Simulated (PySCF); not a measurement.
Si₂O₂, optimised at PBE/def2-SVP:

```xyz
4

Si    -0.2553    -1.1975    -0.0145
O     -1.0993     0.1501    -0.7159
Si     0.2348     1.2259    -0.4269
O      1.0788    -0.1217     0.2745
```

Method: PySCF energies (xtb for GFN2) plus ideal-gas RRHO corrections (1 bar). 6-31G* has spherical d functions here. All species are closed-shell singlets. B3LYP is the form with VWN-RPA correlation. Si₂O₂: computed as isolated molecules; such fragments, hydroxides, amides, oligomers or adducts are transient or little studied in the gas.

### Question
List the harmonic frequencies (cm⁻¹, unscaled) at this level and at the other levels, each on its own geometry.

### Answer
- PBE/def2-SVP: 169, 506, 517, 743, 773, 800
- B3LYP/6-31G*: 207, 535, 549, 776, 802, 843
- GFN2-xTB: 222, 321, 498, 666, 765, 826
- HF/6-31G*: 276, 608, 608, 852, 885, 945
- PBE0/def2-TZVP: 225, 555, 576, 793, 825, 863
